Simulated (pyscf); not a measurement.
`[OH][B]([Cl])[Cl]` + `[FH]` → `[OH2]` + `[F][B]([Cl])[Cl]`, a four-centre exchange (singlet surface; B–O, F–H broken, H–O, B–F formed). PySCF, gas phase, ωB97X-D3(BJ)/def2-SVP geometries. MP2 and CC: frozen core, UHF for open shells. ΔMP2 is the change of the MP2 total energy from the triple- to the quadruple-zeta basis. Energies in kcal/mol from the separated reactants.

Small-basis levels: PySCF, no dispersion term, spherical d functions. AM1 to PM7: differences of heats of formation from MOPAC, which are fitted to 298 K values and so differ in kind from electronic energies by zero-point and thermal terms. Cost: rough CPU time at the saddle relative to B3LYP/6-31G*, from one job on a shared machine.

| level | barrier | reaction energy | cost |
|---|---|---|---|
| HF/3-21G | 0.2 | -3.7 | 0.09 |
| HF/6-31G* | 24.8 | -4.3 | 0.1 |
| MP2/6-31G* | 9.4 | -3.5 | 0.2 |
| SVWN5/6-31G* | -12.1 | -5.5 | 1 |
| BP86/6-31G* | 3.3 | -6.3 | 2 |
| B3LYP/STO-3G | -34.9 | -12.4 | 0.5 |
| B3LYP/3-21G | -19.3 | -8.1 | 0.6 |
| B3LYP/6-31G* | 7.5 | -6.7 | 1 |
| M06-2X/6-31G* | 5.3 | -4.2 | 2 |
| PBE/def2-SVP | 2.8 | -2.3 | 1 |
| AM1 | 49.4 | +3.2 | under 0.02 |
| PM3 | 25.3 | -1.2 | under 0.02 |
| CCSD(T)/def2-TZVPP + ΔMP2(QZVPP) | 19.0 | -0.3 | – |

Against the last row the barrier runs from -53.9 (B3LYP/STO-3G) to +30.4 kcal/mol (AM1); HF/6-31G* happens to lie closest here (5.8 kcal/mol apart). At SVWN5/6-31G*, B3LYP/STO-3G, B3LYP/3-21G this geometry lies under one side, so the entry may be no barrier of that level: it is a single point on another level's saddle. CCSD(T)/def2-TZVPP + ΔMP2(QZVPP) has limits of its own. On the product side the descent ends in an adduct with a B–O contact, 9.0 kcal/mol under the separated species and 25.9 kcal/mol under the saddle at ωB97X-D3(BJ)/def2-TZVP. What is counted as broken (B–O) persists as a longer contact in the product adduct; parting that adduct is a step of its own. At ωB97X-D3(BJ)/def2-TZVP the barrier from the zero used here is 16.3 kcal/mol. One saddle was located; it need not be the lowest between these sides. The CCSD(T) − MP2 part came from Ansatz, without density fitting, on the same reference.
